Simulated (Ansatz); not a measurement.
System: rutile TiO2. Method: rVV10 (Ansatz, an electronic-structure program, plane waves, PAW).

Numerical settings: plane-wave cutoff 500 eV, 8×8×10 k mesh (along the axes of the cell as run), gaussian smearing 0.02 eV, no spin polarisation, scalar-relativistic PAW data made under PBE.

Cell (relaxed at this level):

```xyz
6
Lattice="4.6467 0.0000 0.0000 0.0000 4.6467 0.0000 0.0000 0.0000 2.9810" Properties=species:S:1:pos:R:3 pbc="T T T"
Ti     0.0000     0.0000     0.0000
Ti     2.3234     2.3234     1.4905
O      1.4145     1.4145     0.0000
O      3.7378     0.9089     1.4905
O      0.9089     3.7378     1.4905
O      3.2323     3.2323     0.0000
```

### Question
What does this level give for the band gap?

### Answer

band gap: 1.79 eV (on the SCF k mesh)

The computed numbers hold no vibrational or temperature effects.
